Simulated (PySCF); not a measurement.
Compound: trans-2,3-dimethylthiirane, C4H8S.
SMILES with atom numbers: `[CH3:1][C@@H:2]1[S:3][C@H:4]1[CH3:5]` (hydrogens: H6, H7, H8 on C1; H9 on C2; H10 on C4; H11, H12, H13 on C5)

The calculation used core-valence-separated Tamm–Dancoff BHandHLYP/aug-pcX-1 (pcseg-1 on H, def2-SVPD on S) in PySCF, non-relativistic, gas phase, PBE0-D3(BJ)/def2-SVP geometry. No empirical shift is added; at this level the pattern usually sits a few eV under experiment.

Problem. Give energies, oscillator strengths and core holes at the C K edge.

Solution. 
```tsv
E (eV)	f	core hole on	main final orbital
284.77	0.1174	C2/C4	LUMO+1 (2 roots, f summed)
285.52	0.0216	C1/C5	LUMO (2 roots, f summed)
286.00	0.0330	C1/C5	LUMO+1 (2 roots, f summed)
286.27	0.0537	C1/C5	spread (2 roots, f summed)
286.55	0.0269	C1/C5	spread (2 roots, f summed)
286.88	0.0459	C2/C4	LUMO (2 roots, f summed)
287.13	0.0113	C1/C5	spread (2 roots, f summed)
287.43	0.0126	C1/C5	spread (2 roots, f summed)
```

The first line with a tenth or more of the strongest one's intensity is at 284.77 eV (f = 0.117, sum of 2), with the hole on C2/C4 (sp3 carbon bound to sulfur). It is also the strongest listed.

Roots within 0.03 eV whose holes lie on the same, on equivalent or on shared atoms are summed into one line, and the highest roots are left out, as the search may have cut off their partners. Final orbitals are the ground state's empty Kohn–Sham orbitals.

The ionisation thresholds weren't computed; near and above them a finite basis only mimics Rydberg series and continuum.

On x86-64 server, one thread, no GPU, on a shared host, this took 9.9 s.
